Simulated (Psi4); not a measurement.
# CH5Si (SMILES [CH2][SiH3]) at UCCSD/6-31G(d) (density fitting, density fitting for correlation, Cartesian functions, ddCOSMO acetonitrile, qc module occ)

Aim: the energy of CH5Si. 

Program for the calculation: Psi4 1.11.

6 further runs of the same task are left out: 4 that didn't finish, 2 set aside as unsound or not needed.

### Step 1. The molecule

CH5Si: 7 atoms, total charge 0, spin state doublet. As SMILES, `[CH2][SiH3]`. The shape is that of a PBE0-D4/def2-TZVP optimisation.

Bond lengths: C1–Si2 1.840 Å, C1–H3 1.085 Å, C1–H4 1.085 Å, Si2–H5 1.492 Å, Si2–H6 1.487 Å, Si2–H7 1.487 Å. Angles: C1–Si2–H5 111.3°, C1–Si2–H6 110.4°, C1–Si2–H7 110.3°, Si2–C1–H3 122.6°, Si2–C1–H4 122.6°, H5–Si2–H6 107.7°, H5–Si2–H7 107.7°, H6–Si2–H7 109.4°, H3–C1–H4 114.8°.

### Step 2. The energy at UCCSD/6-31G(d) (density fitting, density fitting for correlation, Cartesian functions, ddCOSMO acetonitrile, qc module occ)

File job.in:

```
memory 1600 MB

molecule {
  0 2
  C     -0.32616673    -2.08436792     0.08957302
  Si     0.25001077     1.34132760    -0.05480206
  H     -2.15239806    -2.87654111     0.58298051
  H      1.11172588    -3.46726949    -0.38512618
  H     -0.36131564     2.37462985    -2.60612130
  H     -1.36003589     2.68360007     1.81753859
  H      2.95383091     1.90030859     0.46959694
  units au
  symmetry c1
}

set {
  reference          uhf
  scf_type           df
  freeze_core        true
  cc_type            df
  qc_module          occ
  e_convergence      0.0001
  damping_percentage 20
  maxiter            50
  ddx                true
  ddx_model          cosmo
  ddx_solvent        acetonitrile
  ddx_radii_set      uff
}

energy("ccsd/6-31G*")
print_variables()
```

Started as:

```console
$ psi4 -n 1 job.in job.out
```

job.out:

```text
Psi4 1.11 release

    For method 'CCSD', SCF Algorithm Type (re)set to DISK_DF.
  PCM or DDX continuum solvation does not make use of molecular symmetry: further calculations in C1 point group.

   => Loading Basis Set <=

    Name: 6-31G*
    Role: ORBITAL
    Keyword: BASIS

         ---------------------------------------------------------
                                   SCF
                              UHF Reference
                        1 Threads,   1525 MiB Core
         ---------------------------------------------------------

  ==> Geometry <==

    Molecular point group: c1
    Full point group: C1

    Geometry (in Bohr), charge = 0, multiplicity = 2:

       Center              X                  Y                   Z               Mass
    ------------   -----------------  -----------------  -----------------  -----------------
         C           -0.398892794578    -2.376116004629     0.102466115732    12.000000000000
         SI           0.177284705422     1.049579515371    -0.041908964268    27.976926534650
         H           -2.225124124578    -3.168289194629     0.595873605732     1.007825032230
         H            1.038999815422    -3.759017574629    -0.372233084268     1.007825032230
         H           -0.434041704578     2.082881765371    -2.593228204268     1.007825032230
         H           -1.432761954578     2.391851985371     1.830431685732     1.007825032230
         H            2.881104845422     1.608560505371     0.482490035732     1.007825032230

  Running in c1 symmetry.

  Rotational constants: A =      2.23180  B =      0.40239  C =      0.38621 [cm^-1]
  Rotational constants: A =  66907.57703  B =  12063.20013  C =  11578.32774 [MHz]
  Nuclear repulsion =   56.021931234496002

  Charge       = 0
  Multiplicity = 2
  Electrons    = 25
  Nalpha       = 13
  Nbeta        = 12

  ==> Algorithm <==

  SCF Algorithm Type is DISK_DF.
  DIIS enabled.
  MOM disabled.
  Fractional occupation disabled.
  Guess Type is SAD.
  Energy threshold   = 1.00e-04
  Density threshold  = 1.00e-08
  Integral threshold = 1.00e-12

  ==> Primary Basis <==

  Basis Set: 6-31G*
    Blend: 6-31G*
    Number of shells: 24
    Number of basis functions: 44
    Number of Cartesian functions: 44
    Spherical Harmonics?: false
    Max angular momentum: 2

   => Loading Basis Set <=

    Name: (6-31G* AUX)
    Role: JKFIT
    Keyword: DF_BASIS_SCF

  +----------------------------------------------------------------+
  |                                                                |
  |                        888      888 Y8b    d8Y                 |
  |                        888      888  Y8b  d8Y                  |
  |                        888      888   Y8888Y                   |
  |                    .d88888  .d88888    Y88Y                    |
  |                   d88  888 d88  888    d88b                    |
  |                   888  888 888  888   d8888b                   |
  |                   Y88b 888 Y88b 888  d8Y  Y8b                  |
  |                     Y88888   Y88888 d8Y    Y8b                 |
  |                                                                |
  |                              |
  |                         Version: 0.7.0                         |
  |                                                                |
  +----------------------------------------------------------------+
    enable_fmm              = True
    eta                     = 0.1
    fmm_local_lmax          = 6
    fmm_multipole_lmax      = 9
    incore                  = False
    jacobi_n_diis           = 20
    lmax                    = 9
    logfile                 =
    maxiter                 = 100
    n_lebedev               = 302
    n_proc                  = 1
    shift                   = -1.0
    solvent_kappa           = 0.0
    solvent_epsilon         = 35.688
    solvent_epsilon_optical = 1.806
    tol                     = 1e-08

    DDX numerical integration setup:

    dft_block_scheme     = ATOMIC
    dft_nuclear_scheme   = BECKE
    dft_pruning_scheme   = ROBUST
    dft_radial_points    = 35
    dft_radial_scheme    = BECKE
    dft_spherical_points = 110

    Cavity sphere setup (in Angstrom):

    Charge       X            Y            Z          Radius
    ------   ----------   ----------   ----------   ----------
      6.00    -0.211085    -1.257386     0.054223     2.118050
     14.00     0.093815     0.555414    -0.022177     2.362250
      1.00    -1.177485    -1.676586     0.315323     1.587300
      1.00     0.549815    -1.989186    -0.196977     1.587300
      1.00    -0.229685     1.102214    -1.372277     1.587300
      1.00    -0.758185     1.265714     0.968623     1.587300
      1.00     1.524615     0.851214     0.255323     1.587300

    Cavity sphere setup (in Bohr):

    Charge       X            Y            Z          Radius
    ------   ----------   ----------   ----------   ----------
      6.00    -0.398893    -2.376116     0.102466     4.002534
     14.00     0.177285     1.049580    -0.041909     4.464006
      1.00    -2.225124    -3.168289     0.595874     2.999562
      1.00     1.039000    -3.759018    -0.372233     2.999562
      1.00    -0.434042     2.082882    -2.593228     2.999562
      1.00    -1.432762     2.391852     1.830432     2.999562
      1.00     2.881105     1.608561     0.482490     2.999562

  ==> Integral Setup <==

  ==> DiskDFJK: Density-Fitted J/K Matrices <==

[... 38 lines left out ...]
                           Total Energy        Delta E     RMS |[F,P]|
[... 2 lines left out ...]
   @DF-UHF iter   1:  -329.58564285522823   -7.84261e-01   5.23870e-03 ADIIS/DIIS
[... 1 line left out ...]
   @DF-UHF iter   3:  -329.60913714561235    2.62981e-02   8.63024e-04 ADIIS/DIIS/DAMP=20%
[... 1 line left out ...]
   @DF-UHF iter   5:  -329.64316960927181    1.32290e-03   1.33275e-04 ADIIS/DIIS/DAMP=20%
[... 1 line left out ...]
   @DF-UHF iter   7:  -329.64417353026465    4.15244e-04   1.78135e-05 DIIS/DAMP=20%
[... 1 line left out ...]
   @DF-UHF iter   9:  -329.64447385948705   -1.09338e-04   5.42669e-06 DIIS/DAMP=20%
[... 1 line left out ...]
   @DF-UHF iter  11:  -329.64441323715670   -8.88356e-06   5.76688e-07 DIIS/DAMP=20%
[... 1 line left out ...]
   @DF-UHF iter  13:  -329.64440852533772   -3.51649e-06   1.04581e-06 DIIS/DAMP=20%
[... 1 line left out ...]
   @DF-UHF iter  15:  -329.64441075673273    2.34178e-07   5.21444e-08 DIIS/DAMP=20%
[... 1 line left out ...]
   @DF-UHF iter  17:  -329.64441062919593    1.89146e-09   1.30287e-07 DIIS/DAMP=20%
[... 1 line left out ...]
   @DF-UHF iter  19:  -329.64441043184775    4.29702e-08   1.73013e-08 DIIS/DAMP=20%
[... 1 line left out ...]
   @DF-UHF iter  21:  -329.64441045514366   -1.31185e-08   2.22288e-08 DIIS/DAMP=20%
[... 1 line left out ...]
   @DF-UHF iter  23:  -329.64441045769985    1.93518e-09   5.55009e-09 DIIS/DAMP=20%
[... 4 lines left out ...]
   @Spin Contamination Metric:   1.078808109E-02
[... 1 line left out ...]
   @S^2 Observed:                7.607880811E-01
[... 1 line left out ...]
   @S   Observed:                5.000000000E-01
[... 43 lines left out ...]
  @DF-UHF Final Energy:  -329.64441045769985
[... 4 lines left out ...]
    One-Electron Energy =                -566.0902198319388390
[... 1 line left out ...]
    DD Solvation Energy =                 -0.0011413019213958
[... 24 lines left out ...]
 Dipole X            :          0.0260170           -0.0831940           -0.0571770
[... 1 line left out ...]
 Dipole Z            :          0.0464173           -0.0285948            0.0178226
[... 57 lines left out ...]
  E_CONVERGENCE                 => 0.0001          !
[... 18 lines left out ...]
  MAX_MOGRAD_CONVERGENCE        => (empty)
[... 32 lines left out ...]
  PCG_CONVERGENCE               => (empty)
[... 23 lines left out ...]
  R_CONVERGENCE                 => (empty)
[... 7 lines left out ...]
  WFN_TYPE                      => DF-CCSD         !
  WRITER_FILE_LABEL             => (empty)
  ZORA_BASIS_TOLERANCE          => (empty)
  ZORA_NR_DEBUG                 => (empty)
  ZORA_PRUNING_SCHEME           => (empty)
  ZORA_RADIAL_POINTS            => (empty)
  ZORA_SPHERICAL_POINTS         => (empty)

	For this residual convergence, default PCG convergence is:     1.00e-07
	For this energy convergence, default residual convergence is:     3.16e-07

 ==============================================================================
 ==============================================================================
 ==============================================================================

                       DF-CCSD

 ==============================================================================
 ==============================================================================
 ==============================================================================

	MO spaces...

	 FC   AOCC   BOCC  AVIR   BVIR   FV
	------------------------------------------
	  6     7     6    31     32     0

	Number of basis functions in the DF-CC basis: 202

	Minimum required memory for amplitudes:      1.08 MB

	Computing DF-MP2 energy ...
	=======================================================================
	Nuclear Repulsion Energy (a.u.)    :    56.02193123449600
	DF-HF Energy (a.u.)                :  -329.64441045769985
	REF Energy (a.u.)                  :  -329.64441045769985
	Alpha-Alpha Contribution (a.u.)    :    -0.02282110997570
	Alpha-Beta Contribution (a.u.)     :    -0.14893941163268
	Beta-Beta Contribution (a.u.)      :    -0.01216435315004
	Scaled_SS Correlation Energy (a.u.):    -0.01166182104191
	Scaled_OS Correlation Energy (a.u.):    -0.17872729395922
	DF-SCS-MP2 Total Energy (a.u.)     :  -329.83479957270100
	DF-SOS-MP2 Total Energy (a.u.)     :  -329.83803169282231
	DF-SCS(N)-MP2 Total Energy (a.u.)  :  -329.70598487280114
	DF-MP2 Correlation Energy (a.u.)   :    -0.18392487475842
	DF-MP2 Total Energy (a.u.)         :  -329.82833533245827
	=======================================================================

 ==============================================================================
 ================ Performing DF-CCSD iterations... ============================
 ==============================================================================

  Iter       E_corr                  DE                 T2 RMS        T1 RMS
  ----   ----------------      ----------------       ----------    ----------
   1      -0.2102773978         -0.0263525230         2.49e-04      2.03e-03
   2      -0.2206287416         -0.0103513438         1.34e-04      3.62e-04
   3      -0.2214877382         -0.0008589967         3.23e-05      3.44e-04
[... 8 lines of this table left out ...]
  12      -0.2214835229         -0.0000010652         1.06e-07      3.01e-07

 ==============================================================================
 ===================== DF-CCSD ITERATIONS ARE CONVERGED =======================
 ==============================================================================

	T1 diagnostic reference value:     0.02000000000000
	T1 diagnostic                :     0.01085579118671

	=======================================================================
	================ CCSD FINAL RESULTS ===================================
	=======================================================================
	Nuclear Repulsion Energy (a.u.)    :    56.02193123449600
	SCF Energy (a.u.)                  :  -329.64441045769985
	REF Energy (a.u.)                  :  -329.64441045769985
	DF-CCSD Correlation Energy (a.u.)  :    -0.22148352294923
	DF-CCSD Total Energy (a.u.)        :  -329.86589398064905
	=======================================================================

	total time  =          3 seconds =       0.05 minutes

  Variable Map:
  ----------------------------------------------------------------------------
  "CCSD CORRELATION ENERGY"              =>      -0.221483522949
  "CCSD DOUBLES ENERGY"                  =>      -0.221483522949
  "CCSD SINGLES ENERGY"                  =>       0.000000000000
  "CCSD TOTAL ENERGY"                    =>    -329.865893980649
  "CURRENT CORRELATION ENERGY"           =>      -0.221483522949
  "CURRENT ENERGY"                       =>    -329.865893980649
  "CURRENT REFERENCE ENERGY"             =>    -329.644410457700
  "DD SOLVATION ENERGY"                  =>      -0.001141301921
  "HF KINETIC ENERGY"                    =>     329.547784457655
  "HF POTENTIAL ENERGY"                  =>    -659.192194915355
  "HF TOTAL ENERGY"                      =>    -329.643269155779
  "MP2 CORRELATION ENERGY"               =>      -0.183924874758
  "MP2 DOUBLES ENERGY"                   =>      -0.183924874758
  "MP2 OPPOSITE-SPIN CORRELATION ENERGY" =>      -0.148939411633
  "MP2 SAME-SPIN CORRELATION ENERGY"     =>      -0.034985463126
  "MP2 SINGLES ENERGY"                   =>       0.000000000000
  "MP2 TOTAL ENERGY"                     =>    -329.828335332458
  "NUCLEAR REPULSION ENERGY"             =>      56.021931234496
  "ONE-ELECTRON ENERGY"                  =>    -566.090219831939
  "PCM POLARIZATION ENERGY"              =>       0.000000000000
  "PE ENERGY"                            =>       0.000000000000
  "SCF ITERATION ENERGY"                 =>    -329.644410457700
  "SCF ITERATIONS"                       =>      23.000000000000
  "SCF TOTAL ENERGY"                     =>    -329.644410457700
  "SCS(N)-MP2 CORRELATION ENERGY"        =>      -0.061574415101
  "SCS(N)-MP2 TOTAL ENERGY"              =>    -329.705984872801
  "SCS-MP2 CORRELATION ENERGY"           =>      -0.190389115001
  "SCS-MP2 TOTAL ENERGY"                 =>    -329.834799572701
  "SOS-MP2 CORRELATION ENERGY"           =>      -0.193621235122
  "SOS-MP2 TOTAL ENERGY"                 =>    -329.838031692822
  "TWO-ELECTRON ENERGY"                  =>     180.425019441664

  Array Variable Map:
  ----------------------------------------------------------------------------
  "CURRENT DIPOLE"                       =>      -0.057177007115 ... 0.017822562431 1 by 3
  "SCF DIPOLE"                           =>      -0.057177007115 ... 0.017822562431 1 by 3
  "SCF TOTAL ENERGIES"                   =>    -328.801381665194 ... -329.644410457700 1 by 24

    Psi4 run time: 0:00:12.58
```

It took 14 s on 1 thread of Intel Xeon Platinum 8375C at 2.90GHz (Ice Lake), shared host; peak memory 0.22 GiB.

### Step 3. Results

Level: UCCSD/6-31G* (density fitting, density fitting for correlation, Cartesian functions, ddCOSMO acetonitrile, qc module occ), 6 core orbitals frozen.

| quantity | value |
| --- | --- |
| total energy | -329.86589 Eh |
| HOMO energy (Hartree–Fock orbitals) (highest over α and β) | -10.33 eV |
| LUMO energy (Hartree–Fock orbitals) (lowest over α and β) | 2.70 eV |
| correlation energy (6 core orbitals frozen) | -221.5 mEh |
| solvent term in the energy | -3.0 kJ/mol |
| ⟨S²⟩ of the reference determinant | 0.761 |
